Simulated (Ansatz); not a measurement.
Process, species as SMILES: F[SiH2]F + 2 [H][H] (H2) → 2 F (HF) + [SiH4] (SiH4)
B3LYP-D3(BJ)/def2-TZVP geometries, fixed; electronic energies without zero-point terms.

Basis-set convergence of the energy of full hydrogenation at HF with Ansatz (a quantum-chemistry and plane-wave program). Cartesian d functions, on some or all atoms, in 6-31G*, 6-31G**, 6-31+G*, 6-311+G**; all else is spherical. No added dispersion term, no relativity. Functions are those of the species that has most. Reference: the value in aug-pcseg-3, 59.07 kcal/mol, itself unsure by roughly 0.42 kcal/mol (its mean distance from aug-cc-pV(Q+d)Z, cc-pV(5+d)Z, def2-QZVPPD).

| basis | functions | energy of full hydrogenation (kcal/mol) |
|---|---|---|
| STO-3G | 21 | 30.71 |
| 3-21G | 35 | ___ |
| pcseg-0 | 35 | 67.33 |
| 6-31G* | 53 | 65.54 |
| pcseg-1 | 56 | 45.38 |
| 6-31G** | 59 | ___ |
| 6-31+G* | 65 | 56.53 |
| def2-SVPD | 86 | 42.17 |
| 6-311+G** | 87 | ___ |
| def2-TZVP | 111 | 59.53 |
| cc-pV(T+d)Z | 127 | 58.08 |
| def2-TZVPP | 132 | ___ |
| def2-TZVPD | 141 | 58.17 |
| jun-cc-pV(T+d)Z | 154 | 55.82 |
| aug-pcseg-2 | 188 | 58.35 |
| cc-pV(Q+d)Z | 234 | 59.30 |
| def2-QZVPP | 244 | 58.61 |
| pcseg-3 | 250 | 59.00 |

Task: Complete the blanks.

Result: 
- 3-21G, energy of full hydrogenation (kcal/mol): 69.40
- 6-31G**, energy of full hydrogenation (kcal/mol): 59.17
- 6-311+G**, energy of full hydrogenation (kcal/mol): 42.76
- def2-TZVPP, energy of full hydrogenation (kcal/mol): 57.57
